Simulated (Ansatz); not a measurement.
# H5NOSi: the cost of one run

Program: Ansatz 0.2.0. Level of theory: RKS LDA/def2-SVP. These are calculated values, not measurements.

### Step 1. The starting structure

Bond lengths: Si1–O2 1.880 Å, O2–H3 1.010 Å, Si1–H4 1.660 Å, Si1–N5 1.819 Å, N5–H6 1.060 Å, N5–H7 1.060 Å, Si1–H8 1.459 Å. Angles: Si1–O2–H3 77.3°, O2–Si1–H4 45.4°, O2–Si1–N5 122.6°, O2–Si1–H8 122.6°, H4–Si1–N5 121.8°, H4–Si1–H8 121.8°, N5–Si1–H8 109.5°, Si1–N5–H6 120.0°, Si1–N5–H7 120.0°, H6–N5–H7 120.0°.

Coordinates:

```xyz
8

Si    0.0000    0.0000    0.0000
O     1.0382    0.0000    1.5673
H     0.1287   -0.2814    1.9044
H     1.6290    0.0000    0.3193
N    -0.8572    1.4851   -0.6061
H    -1.8773    1.4300   -0.8888
H    -0.3367    2.4058   -0.6766
H    -0.6877   -1.1914   -0.4862
```

### Step 2. A restrained relaxation towards end A

Springs on the bonds that form and break draw the guess towards this end; the thresholds are loose.

Contents of input.yaml:

```yaml
crystal:
  periodic: [false, false, false]
  atoms:
    - { symbol: Si, position_ang: [0.0, 0.0, 0.0] }
    - { symbol: O, position_ang: [1.0382, 0.0, 1.5673] }
    - { symbol: H, position_ang: [0.1287, -0.2814, 1.9044] }
    - { symbol: H, position_ang: [1.629, 0.0, 0.3193] }
    - { symbol: "N", position_ang: [-0.8572, 1.4851, -0.6061] }
    - { symbol: H, position_ang: [-1.8773, 1.43, -0.8888] }
    - { symbol: H, position_ang: [-0.3367, 2.4058, -0.6766] }
    - { symbol: H, position_ang: [-0.6877, -1.1914, -0.4862] }
basis:
  gaussian: { orbitals: def2-SVP }
hamiltonian:
  xc: lda
relax:
  f_tol: 0.15
  max_steps: 25
  restrain:
    - { distance: [1, 3], at: 2.21, k: 30.0 }
    - { distance: [0, 1], at: 1.68, k: 30.0 }
    - { distance: [0, 3], at: 1.46, k: 30.0 }
```

Command:

```bash
$ ansatz run input.yaml --threads 1 --pin off --max-ram 2048MiB --backend cpu --events-out ev --progress --plain --runs-dir out
```

**Question.** How long does this run take on 1 thread of Arm Neoverse V2, shared host, and how much memory does it need?

About 7.9 s, with a peak of 0.13 GiB.
